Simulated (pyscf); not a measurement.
PySCF, gas phase, ωB97X-D3(BJ)/def2-SVP geometries.

Task: Estimate the classical barrier height and the reaction energy of NH₃ + H₂N–ZrH(NH₂)–NH₂ → H₂N–Zr(NH₂)(NH₂)–NH₂ + H₂ at ωB97M-D3(BJ)/def2-TZVP. The step runs on the singlet surface, breaks H–N, H–Zr and forms N–Zr, H–H; take the separated reactants as zero.

Result: ΔE‡ = 25.7 kJ/mol, ΔE = -73.9 kJ/mol. Zero-point energy shifts the barrier by -4.1 kJ/mol. It is a four-centre exchange, with an imaginary mode of 1282i cm⁻¹. On the reactant side the descent ends in an adduct with a N–Zr contact (not fully relaxed), 77.2 kJ/mol under the separated species and 91.2 kJ/mol under the saddle at ωB97X-D3(BJ)/def2-TZVP. What is counted as formed (N–Zr) is already present as a longer contact in the reactant adduct; forming that adduct is a step of its own. At the saddle there is also a short H–Zr contact that neither side keeps. At ωB97X-D3(BJ) the barrier from the zero used here is 13.9 kJ/mol. One saddle was located; it need not be the lowest between these sides. Elements past Kr carry the def2 core potentials, without spin-orbit coupling.
